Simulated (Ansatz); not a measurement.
in.yaml

```yaml
crystal:
  periodic: [false, false, false]
  atoms:
    - {symbol: Al, position_ang: [0.000000, 0.034843, 1.300562]}
    - {symbol: P, position_ang: [0.000000, -0.073644, -1.088657]}
    - {symbol: H, position_ang: [0.000000, 1.330368, -1.360548]}
basis:
  gaussian: {orbitals: 6-31G}
magnetization: {spin_polarized: true, initial_magnetization: 3}
correlation: {method: ccsdtq, electrons: outside_noble_gas}
```

```sh
$ ansatz run in.yaml --threads 2 --pin off --events-out ev --progress --plain --max-ram 24576MiB --backend cuda --devices 0, --max-vram 18GiB
```

The program prints:

```
560 factors; integrals over basis functions are off by at most 1.2e-7 eV
mean field evaluation 1: about -15865.8244 eV, gradient 5.7e0 eV
mean field evaluation 2: about -15865.8305 eV, gradient 5.7e0 eV
mean field evaluation 4: about -15866.5522 eV, gradient 1.1e0 eV
mean field evaluation 8: about -15866.6377 eV, gradient 1.9e-1 eV
mean field evaluation 16: about -15866.3853 eV, gradient 2.3e0 eV
mean field evaluation 32: about -15866.6409 eV, gradient 4.0e-5 eV
mean field evaluation 64: about -15866.4524 eV, gradient 1.2e-1 eV
mean field evaluation 96: about -15864.8483 eV, gradient 3.9e-2 eV
mean field evaluation 128: about -15863.7565 eV, gradient 1.7e-2 eV
mean field evaluation 160: about -15863.7313 eV, gradient 5.9e-1 eV
...
cycle  12  -2.12986387 eV  change    2.6e-5 eV  update   7.4e-5
cycle  13  -2.12990675 eV  change   -4.3e-5 eV  update   4.3e-5
cycle  14  -2.12993742 eV  change   -3.1e-5 eV  update   2.5e-5
cycle  15  -2.12993837 eV  change   -9.5e-7 eV  update   1.2e-5
cycle  16  -2.12992878 eV  change    9.6e-6 eV  update   7.6e-6
cycle  17  -2.12992362 eV  change    5.2e-6 eV  update   3.9e-6
cycle  18  -2.12992203 eV  change    1.6e-6 eV  update   2.1e-6
cycle  19  -2.12992234 eV  change   -3.1e-7 eV  update   1.3e-6
cycle  20  -2.12992362 eV  change   -1.3e-6 eV  update   7.5e-7
cycle  21  -2.12992383 eV  change   -2.1e-7 eV  update   5.0e-7
Total energy: -15868.77081797 eV, -583.1665713214 hartree
```

For the same geometry and basis full CI lies 0.2 meV higher.

Ran on 2 threads of AMD EPYC 7R13 with a shared H100 80 GB, shared host: 43 s wall, 0.84 GiB peak host memory.
